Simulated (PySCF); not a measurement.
Consider 1-butyne, `C#CCC` (C4H6). Optimised structure (Å), atoms numbered from 1:
```
C     2.3063    0.0557    0.0607
C     1.1385   -0.2565    0.1386
C    -0.2745   -0.6071    0.2225
C    -1.2055    0.5090   -0.2476
H     3.3430    0.3272   -0.0071
H    -0.5099   -0.8807    1.2654
H    -0.4484   -1.5196   -0.3734
H    -2.2568    0.1960   -0.1643
H    -1.0067    0.7717   -1.2968
H    -1.0679    1.4170    0.3575
```

These are calculated values, PBE0-D3(BJ)/def2-TZVP in PySCF (grid level 2) at geometries from PBE0-D3(BJ)/def2-SVP. Thermal corrections: GFN2-xTB frequencies, unscaled, ideal gas at 298.15 K and 1 bar, quasi-RRHO entropy. These were taken at the GFN2-xTB minima.

(1) Rank these bonds by dissociation enthalpy, weakest first.
A. C3–C4
B. C3–H
C. C4–H

(2) For C3–C4, what are ΔE (electronic) and ΔG(298 K) of the homolysis?

Results:

(1) A (316 kJ/mol), B (346 kJ/mol), C (415 kJ/mol).

(2) ΔE = 344 and ΔG = 268 kJ/mol, beside ΔH = 316 kJ/mol. The radicals are `C#C[CH2]` and CH3•.

Known limits: radicals beside a multiple bond are drawn in one resonance form, and their spin spreads.
